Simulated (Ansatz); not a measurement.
Basis-set extrapolation for `CNCO` (PBE0-D4/def2-TZVP geometry, frozen core, Ansatz). Multiplicity 1, RHF reference.

```json
{"": "HF", "def2-TZVPP": "-209.193156", "def2-QZVPP": "-209.203476"}
{"": "MP2 correlation", "def2-TZVPP": "-0.806957", "def2-QZVPP": "-0.864075"}
{"": "CCSD(T) correlation", "def2-TZVPP": "-0.870740", "def2-QZVPP": "not run"}
```

Energies in hartree. Use E(X) = E(∞) + A·exp(−7.88·√X) for Hartree–Fock and E(X) = E(∞) + B·X^(−2.97) for correlation, with X = 3 and 4, and add CCSD(T) minus MP2 of the smaller set to the MP2 limit.

Task: What is the CCSD(T) energy at the basis-set limit?

Result: HF limit: -209.203476 + (-0.010320) × 0.13774 = -209.20490. MP2 limit: -0.864075 + (-0.057118) × 0.74074 = -0.90638. Higher-order term: -0.870740 − (-0.806957) = -0.06378. Total: -210.17506 hartree, 69.8 kcal/mol below CCSD(T)/def2-TZVPP.
